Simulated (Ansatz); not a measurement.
F2 (fluorine): from total energies to a heat of formation

F2 has 2 atoms, charge 0, and is taken as a singlet. As SMILES, `FF`. The coordinates come from a PBE0-D4/def2-TZVP relaxation.

```xyz
2

F    -0.5839    0.2124   -0.2950
F     0.5839   -0.2124    0.2950
```

Total energies at revPBE/cc-pVTZ (Ansatz 0.2.0); the atoms run unrestricted:

```
species    state  energy (Eh)
     F2  singlet  -199.528143
      F  doublet   -99.726879
```

Harmonic wavenumbers at PBE0/aug-cc-pVTZ, in cm⁻¹: 1105.

Measured heats of formation of the gaseous atoms at 298.15 K, in kJ/mol: F 79.4. Spin-orbit lowering of the atoms at 298 K (mean of the ground term's levels less their thermal mean, from spectra), in kJ/mol: F 1.29. Take 1 Eh = 2625.50 kJ/mol, 1 cm⁻¹ = 0.0119627 kJ/mol, RT = 2.479 kJ/mol.

Task: Work out the heat of formation of the gas at 298 K.

Result: 
1. Electronic atomisation energy: 2 × (-99.726879) − (-199.528143) = 0.074385 Eh = 195.3 kJ/mol.
2. Zero-point energy: half the sum of the wavenumbers, 552.5 cm⁻¹ = 6.6 kJ/mol.
3. Thermal vibrational enthalpy, Σ hcν̃/(exp(hcν̃/kT) − 1): 0.1 kJ/mol. Translation, rotation and pV of a linear molecule: 3.5 RT = 8.7 kJ/mol.
4. The 2 free atoms carry 5/2 RT each: 12.4 kJ/mol.
5. Spin-orbit coupling lowers the free atoms by 2 × 1.29 = 2.6 kJ/mol.
6. Atomisation enthalpy at 298 K: 195.3 − 2.6 − 6.6 − 0.1 − 8.7 + 12.4 = 189.7 kJ/mol.
7. Sum of the atoms' heats of formation: 158.8 kJ/mol. Heat of formation: 158.8 − 189.7 = -30.9 kJ/mol.

The tabulated value is 0.0 kJ/mol (Active Thermochemical Tables), so this level is off by -30.9 kJ/mol, or 19.5 % of the atomisation enthalpy. Gradient-corrected functionals often overbind somewhat. Anharmonicity and any spin-orbit splitting of the molecule are left out.
